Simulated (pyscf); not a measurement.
Single points on ωB97X-D3(BJ)/def2-SVP structures (PySCF, gas phase).

### Question
Estimate the classical barrier height and the reaction energy of H₄OSi₂ (SMILES O1[SiH2][SiH2]1) + H• (SMILES [H]) → •H₂Si–O–SiH₃ (SMILES [SiH2]O[SiH3]) at M06-2X/def2-TZVP. The step runs on the doublet surface, breaks Si–Si and forms H–Si; take the separated reactants as zero.

### Answer
ΔE‡ = 0.04 eV, ΔE = -2.94 eV. CCSD(T)/def2-TZVPP + ΔMP2(QZVPP) gives 0.05 eV and -2.89 eV. Zero-point energy shifts the barrier by +0.03 eV. It is a ring opening by addition, with an imaginary mode of 537i cm⁻¹. cyclic H₄OSi₂ (SMILES O1[SiH2][SiH2]1) lies 0.32 eV over its isomer :HSi–O–SiH₃ [singlet] (electronic energy, ωB97M-D3(BJ)/def2-TZVP). One saddle was located; it need not be the lowest between these sides. The CCSD(T) − MP2 part came from Ansatz, without density fitting, on the same reference.
